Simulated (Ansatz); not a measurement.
## [Br···H···SiH$_{3}$], doublet: transfer scan

Starting geometry:

```
atom    x (Å)    y (Å)    z (Å)
  Br  -0.9447   0.0000   0.0000
   H   0.4759   0.0000   0.0000
  Si   2.3673   0.0000   0.0000
   H   2.8173  -1.4163   0.0000
   H   2.8173   0.7081  -1.2265
   H   2.8173   0.7081   1.2265
```

From there H2 is moved from one fragment to the other while all else, the fragments' distance too, stays fixed; atoms are numbered as listed. Energies are in kcal/mol, counted from the starting geometry at the same level. Kohn–Sham curves are unrestricted where that lies lower.

Basis cc-pVDZ; Ansatz 0.2.0. Only valence electrons are correlated (noble-gas cores and the filled d shells of p-block atoms frozen). R marks a restricted (for open shells ROHF) determinant, U an unrestricted one. No spin–orbit coupling is included, and no scalar relativity.

In so small a basis the reference is far from its limit while semilocal and hybrid functionals are nearer theirs (RPA and double hybrids share much of the reference's basis error), so the functionals' errors here hold much of the reference's basis and frozen-core error, which can add to them or hide them.

Full CI isn't at hand for all of this; UCCSDT(Q) serves as the reference, and is uncertain by about the last step of the cluster series.

| distance Br1-H2 (Å) | UCCSDT(Q) | PBE | r2SCAN | B97M-V | PBE0 | B3LYP | wB97M-V | B2PLYP | RPA-PBE |
| --- | --- | --- | --- | --- | --- | --- | --- | --- | --- |
| 1.421 | 0.0 | 0.0 | 0.0 | 0.0 | 0.0 | 0.0 | 0.0 | 0.0 | 0.0 |
| 1.485 | -1.9 | -2.8 | -2.4 | -2.5 | -2.4 | -2.6 | -2.2 | -2.3 | -2.3 |
| 1.614 | -4.0 | -5.2 | -4.4 | -5.2 | -4.5 | -5.5 | -4.7 | -4.8 | -5.0 |
| 1.743 | -5.4 | -5.2 | -4.5 | -5.8 | -4.8 | -6.6 | -6.1 | -6.0 | -6.6 |
| 1.872 | -4.2 | -1.4 | -1.2 | -3.0 | -1.8 | -4.3 | -4.7 | -4.2 | -5.5 |
